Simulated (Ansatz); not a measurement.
# C4H5FO: up Jacob's ladder to CCSD(T)

How much do the methods differ for C4H5FO? The plan is to run it at one geometry with functionals of several rungs and with coupled cluster, and see how far each lands from CCSD(T) at the basis-set limit for the atomisation energy.

Program: Ansatz 0.2.0, Gaussian basis. Level of theory: functionals in def2-TZVPP, the program's frozen cores in correlated methods. These are calculated values, not measurements.

Plan: PBE-D4, r2SCAN-D4, PBE0-D4, B3LYP-D4, ωB97X-V, ωB97M-V, B2PLYP; CCSD(T)/def2-TZVPP; MP2/def2-QZVPP; extrapolation to the limit.

### 1 The relaxed structure

An earlier PBE0-D4 in a triple-zeta def2 set relaxation fixed the geometry.

SMILES `C#COC(C)F`, 11 atoms, charge 0, spin multiplicity 1.

Atoms are counted from 1 here; the program's logs count them from 0.

Bond lengths: C1–C2 1.199 Å, C1–H7 1.063 Å, C2–O3 1.293 Å, O3–C4 1.434 Å, C4–C5 1.497 Å, C4–F6 1.353 Å, C4–H8 1.095 Å, C5–H9 1.091 Å, C5–H10 1.091 Å, C5–H11 1.091 Å. Angles: C2–C1–H7 178.7°, C1–C2–O3 179.1°, C2–O3–C4 114.7°, O3–C4–C5 111.3°, O3–C4–F6 104.3°, O3–C4–H8 107.9°, C5–C4–F6 110.8°, C5–C4–H8 113.6°, F6–C4–H8 108.6°, C4–C5–H9 109.7°, C4–C5–H10 109.5°, C4–C5–H11 109.8°, H9–C5–H10 109.5°, H9–C5–H11 108.9°, H10–C5–H11 109.4°.

### 2 PBE-D4 (GGA)

Contents of in.yaml:

```yaml
crystal:
  periodic: [false, false, false]
  atoms:
    - {symbol: C, position_ang: [-1.765438, -1.092291, -1.524046]}
    - {symbol: C, position_ang: [-0.643071, -0.977668, -1.117862]}
    - {symbol: O, position_ang: [0.570048, -0.873686, -0.683253]}
    - {symbol: C, position_ang: [0.889309, 0.395783, -0.097559]}
    - {symbol: C, position_ang: [0.350365, 0.502567, 1.295309]}
    - {symbol: F, position_ang: [2.241474, 0.430537, -0.092239]}
    - {symbol: H, position_ang: [-2.752571, -1.210243, -1.899056]}
    - {symbol: H, position_ang: [0.522721, 1.178037, -0.770705]}
    - {symbol: H, position_ang: [0.620240, 1.469916, 1.720697]}
    - {symbol: H, position_ang: [0.769279, -0.294534, 1.910861]}
    - {symbol: H, position_ang: [-0.736956, 0.414584, 1.278450]}
basis:
  gaussian: {orbitals: def2-TZVPP}
hamiltonian: {xc: pbe, dispersion: d4}
output: {forces: true, orbitals: {seedname: orbitals}}
```

Run with:

```console
$ ansatz run in.yaml --threads 4 --pin off --events-out ev --progress --plain --max-ram 10444MiB
```

The runs that follow: r2SCAN-D4 (meta-GGA); PBE0-D4 (hybrid); B3LYP-D4 (hybrid); ωB97X-V (range-separated); ωB97M-V (range-separated); B2PLYP (double hybrid); CCSD(T) in def2-TZVPP; MP2 in def2-QZVPP.

Before running them: what should the planned runs give, taken together? Wanted: atomisation energy, CCSD(T)/CBS; farthest; mean size of error, hybrid; mean size of error, range-separated; gap, smallest and largest; T1 diagnostic; triples share of the correlation energy.

**Answer**, as computed:

| quantity | value |
| --- | --- |
| atomisation energy, CCSD(T)/CBS | 4577.3 kJ/mol |
| functionals within 22.9 kJ/mol (0.5 %) | B3LYP-D4, ωB97X-V, ωB97M-V |
| farthest | PBE-D4 (+176.9 kJ/mol) |
| mean size of error, hybrid | 25.3 kJ/mol |
| mean size of error, range-separated | 15.3 kJ/mol |
| gap, smallest and largest | 6.20 eV (PBE-D4), 12.77 eV (ωB97X-V) |
| T1 diagnostic | 0.0123 |
| triples share of the correlation energy | 4.0 % |

**Reading.** PBE-D4 is off by +176.9 kJ/mol. Double hybrids carry the basis error of their MP2 part in triple zeta, and no dispersion term here, so their miss is partly the set-up's. The reference freezes the cores and leaves out relativity and excitations past (T), so misses under about 22.9 kJ/mol can't be ranked. Hartree-Fock recovers 71 % of the binding; the rest is correlation. Orbital gaps span 6.2 to 12.8 eV; exact exchange widens them.
